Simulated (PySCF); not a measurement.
## Structure from 2D NMR

Compound of formula C$_{6}$H$_{8}$. Correlations simulated from computed shifts and couplings:

HSQC (one-bond C–H):
```tsv
δH	δC	1J(C,H) (Hz)
6.15	145.2	172
5.48	136.2	172
2.60	39.1	135
2.35	39.1	136
1.74	26.3	176
1.41	16.7	175
0.78	18.8	165
-0.30	18.8	172
```

COSY cross peaks (|J| ≥ 2 Hz):
```tsv
δH	δH	abs. J (Hz)	bonds
6.15	5.48	6.6	3
6.15	2.60	3.3	4
6.15	2.35	3.0	4
6.15	1.74	2.5	3
5.48	2.60	2.9	3
5.48	2.35	3.0	3
2.60	2.35	20.6	2
2.60	1.41	8.5	3
2.35	1.74	3.8	4
1.74	1.41	6.8	3
1.74	0.78	8.3	3
1.74	-0.30	3.3	3
1.41	0.78	9.1	3
1.41	-0.30	4.7	3
0.78	-0.30	4.4	2
```

HMBC (two and three bonds, |J| ≥ 2.5 Hz):
```tsv
δH	δC [abs. J in Hz]
6.15	136.2 [4.7], 39.1 [10.6], 26.3 [10.1], 16.7 [5.5]
5.48	145.2 [4.1], 39.1 [8.6], 26.3 [11.5], 16.7 [7.8]
2.60	145.2 [6.3], 136.2 [7.9], 18.8 [5.3], 16.7 [4.3]
2.35	145.2 [6.9], 136.2 [5.1], 26.3 [2.8], 18.8 [3.3]
1.74	136.2 [6.3]
1.41	136.2 [6.1], 39.1 [3.8]
0.78	145.2 [3.3], 39.1 [3.4]
-0.30	145.2 [4.9], 39.1 [4.9]
```

Relativity neglected, gas phase, one computed conformer. J couplings at B3LYP/pcJ-1 (without the spin–dipole term); shieldings: GIAO PBE0/pcSseg-1; PBE0-D3(BJ)/def2-SVP geometry; PySCF 2.14.0 with density-fitted response routines.

Scale: 1H (31.27 ppm) and 13C (184.41 ppm) vs TMS (reference shieldings calculated alike).

Exchangeable hydrogens are left out of these lists, and C,H couplings along chains are those of one rotamer, so weak HMBC peaks may be missing or extra.

Work out the connectivity.

## Answers

`C1C=C[C@H]2C[C@H]21`.

Atom-mapped SMILES (the numbers label the heavy atoms): `[CH:1]1=[CH:2][C@H:3]2[CH2:4][C@H:5]2[CH2:6]1`. Hydrogens are named by the atom that carries them. Ha(C4) is cis to C2 on the ring; Ha(C6) is cis to C4 on the ring; Hb(C4) is trans to C2 on the ring; Hb(C6) is trans to C4 on the ring.

- δC 145.2 is C2, an alkene CH (δH 6.15).
- δC 136.2 is C1, an alkene CH (δH 5.48).
- δC 39.1 is C6, an allylic sp3 CH2 (δH 2.60, 2.35).
- δC 26.3 is C3, a three-membered-ring carbon (δH 1.74).
- δC 18.8 is C4, a three-membered-ring carbon (δH 0.78, -0.30).
- δC 16.7 is C5, a three-membered-ring carbon (δH 1.41).
- COSY links 6.15–5.48, 6.15–2.60, 6.15–2.35, 6.15–1.74, 5.48–2.60, 5.48–2.35.

The shifts were computed for this structure.

Unscaled 3J(H,H) at this level run about 10 % above measured values. Shifts are as computed. Against solution values, carbons near 30 ppm lie about +2 ppm off and those near 130 ppm about +5 ppm. Of 1211 compounds with measured shifts, 218 miss one by over three times the rms of a fit or turn the order of signals round; such compounds aren't used in these exercises.
